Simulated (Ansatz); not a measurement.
Geometry optimisation, Ansatz 0.2.0, RKS PBE-D4/STO-3G.

Input:

```yaml
crystal:
  periodic: [false, false, false]
  atoms:
    - { symbol: C, position_ang: [-1.47814, -0.49732, -0.54839] }
    - { symbol: C, position_ang: [-0.40961, -0.14268, -0.15305] }
    - { symbol: "N", position_ang: [0.84172, 0.28393, 0.31202] }
    - { symbol: H, position_ang: [-2.42109, -0.81752, -0.89637] }
    - { symbol: H, position_ang: [1.1083, -0.25811, 1.15073] }
    - { symbol: H, position_ang: [1.55582, 0.14459, -0.42214] }
    - { symbol: H, position_ang: [0.803, 1.28711, 0.55721] }
total_charge: 1
basis:
  gaussian: { orbitals: STO-3G }
hamiltonian:
  xc: pbe
  dispersion: d4
relax:
  f_tol: 0.02
  max_steps: 40
scf:
  lower_state_search: "off"
output:
  orbitals: {}
```

Run as:

```bash
$ ansatz run input.yaml --threads 1 --pin off --max-ram 2048MiB --backend cpu --events-out ev --progress --plain --runs-dir out
```

Q: Where does it end, and by what steps?

A: The forces met the threshold. Limits of this set-up: minimal basis. After 3 steps the energy has fallen by 0.280 eV; H4 moved furthest, 0.10 Å.

| step | energy less start (eV) | largest force component (eV/Å) | accepted |
| --- | --- | --- | --- |
| 0 | 0.0000 | 1.961 | yes |
| 1 | -0.2709 | 0.714 | yes |
| 2 | -0.2800 | 0.070 | yes |
| 3 | -0.2800 | 0.010 | yes |

```xyz
7
Properties=species:S:1:pos:R:3
C -1.529 -0.515 -0.567
C -0.442 -0.153 -0.164
N 0.857 0.289 0.318
H -2.513 -0.848 -0.931
H 1.161 -0.260 1.193
H 1.621 0.154 -0.429
H 0.845 1.333 0.581
```

Whether the end is a true minimum wasn't checked by a vibrational analysis.

The run took 2 s on 1 thread of Arm Neoverse V2, on a shared host, peak memory 0.088 GiB.
